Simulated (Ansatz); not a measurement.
Pd (fcc, Cu type): values from a third-order Birch-Murnaghan fit to a volume scan beside measured ones. Computed values: PBE (plane waves to 420 eV, PAW, scalar-relativistic; Ansatz, a program for electronic structure). Pd is run without spin polarisation. Pd was relaxed with its symmetry unable to fall. The PAW data are Ansatz's earlier set.

```csv
quantity,reference,kind,PBE,difference
Lattice constant a (Å),3.876,"measured, corrected to the static lattice",3.943,+1.7 %
```

PBE overestimates the lattice constant a by 1.7 %.

References as given in: Daniel Mejia-Rodriguez, S. B. Trickey, Physical Review B (2018), arXiv:1807.09216.

(Under strain, the slope of the energy per volume gives the stress and its curvature an elastic modulus.)
